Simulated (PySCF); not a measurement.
# FSiN at several levels of theory

All levels use the PBE0 minimum (singlet; Si–F 1.576 Å, Si–N 1.557 Å; F–Si–N 180.0°), basis [Si def2-TZVP, N def2-TZVP, F def2-TZVP], no relativity, density fitting, no spin–orbit coupling, PySCF. For vertical energies the ionised species is a doublet (spins chosen at PBE0 and kept) and the electron-attached one a doublet. Atomisation goes to high-spin ground-configuration atoms, without zero-point energy. Open shells are unrestricted, also as the reference of the correlated levels. A dash marks a value that was not computed or is not defined at that level.

```xyz
3
charge 0 multiplicity 1, angstrom
Si    0.0000    0.0000   -0.1333
N     0.0000    0.0000   -1.6908
F     0.0000    0.0000    1.4427
```

| level | atomisation (kJ/mol) | vertical IP (eV) | vertical EA (eV) | −ε(HOMO) (eV) | gap (eV) | dipole (D) |
| --- | --- | --- | --- | --- | --- | --- |
| PBE0 | ? | ? | ? | ? | ? | ? |
| HF | ? | ? | ? | ? | ? | ? |
| MP2 | 955 | 11.31 | -0.48 | – | – | – |
| PBE | 970 | 10.53 | 1.35 | 6.79 | 2.21 | 3.04 |

Question: Fill in the row of HF.

Answer: atomisation (kJ/mol) 311, vertical IP (eV) 8.59, vertical EA (eV) 1.55, −ε(HOMO) (eV) 10.73, gap (eV) 10.57, dipole (D) 4.19.

Question: Fill in the row of PBE0.

Answer: atomisation (kJ/mol) 860, vertical IP (eV) 10.33, vertical EA (eV) 1.48, −ε(HOMO) (eV) 8.01, gap (eV) 4.34, dipole (D) 3.33.

Spin contamination in at least one species weakens the values at: HF, MP2.

Without diffuse functions attachment energies tend to come out too low.
